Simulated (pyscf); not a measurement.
Structures and frequencies: ωB97X-D3(BJ)/def2-SVP in PySCF. Correlated levels are frozen-core, on RHF or UHF. ΔMP2 is the change of the MP2 total energy from the triple- to the quadruple-zeta basis.

Question: For the elementary gas-phase step H₃Si–SH + hydrogen chloride (HCl) -> H₂S + H₃Si–Cl (singlet surface; S–Si, Cl–H broken, H–S, Cl–Si formed), what barrier and reaction energy does CCSD(T)/def2-TZVPP + ΔMP2(QZVPP) give, measured from the separated reactants?

Answer: ΔE‡ = 118.8 kJ/mol, ΔE = -37.7 kJ/mol. Zero-point energy shifts the barrier by +4.0 kJ/mol. It is a four-centre exchange, with an imaginary mode of 435i cm⁻¹. On the reactant side the descent ends in a complex, 17.9 kJ/mol under the separated species and 121.3 kJ/mol under the saddle at ωB97X-D3(BJ)/def2-TZVP. At ωB97X-D3(BJ) the barrier from the zero used here is 103.4 kJ/mol. This is the saddle that the search found; another between the same sides may lie lower. The CCSD(T) − MP2 part came from Ansatz, without density fitting, on the same reference.
